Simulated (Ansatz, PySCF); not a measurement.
Species: LiH, charge 0, multiplicity 1. 
Structure (B3LYP-D3(BJ)/def2-TZVP (Ansatz, a program for electronic structure) minimum search):
```
Li
H 1 1.5907
```

Dipole moments at this geometry, in debye (magnitudes).

| level | program | dipole (D) |
|---|---|---|
| BP86/def2-TZVPD | PySCF | 5.65 |
| M06-L/def2-TZVPD | PySCF | 5.88 |
| B97M-V/def2-TZVPD | Ansatz | 5.83 |
| PBE0/def2-TZVPD | Ansatz | 5.71 |
| TPSSh/def2-TZVPD | PySCF | 5.74 |
| r2SCAN0/def2-TZVPD | Ansatz | 5.84 |
| HSE06/def2-TZVPD | Ansatz | 5.71 |
| CAM-B3LYP/def2-TZVPD | Ansatz | 5.72 |
| LC-wPBE/def2-TZVPD | Ansatz | 5.83 |
| CCSD(T)/def2-SVPD | Ansatz | 5.94 |
